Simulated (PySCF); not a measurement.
Level of theory: PBE in PySCF with Si def2-TZVP, F def2-TZVP; no relativity; density-fitted integrals. Open shells, if any, are unrestricted.

Task: What spin state, shape and geometry does isolated SiF2 take (every ligand bound to Si)?

Result: Counting electrons, silicon keeps 2 of its valence electrons outside its bonds, so the VSEPR class is AX2E1 and the expected shape is bent (C2v), as computed. The lowest minimum found is a singlet of C2v symmetry with Si–F 1.624 Å (×2); F–Si–F 101.1°. Its harmonic wavenumbers are 314 (a1), 806 (a1), 825 (b2) cm⁻¹ and its dipole moment is 1.11 D.
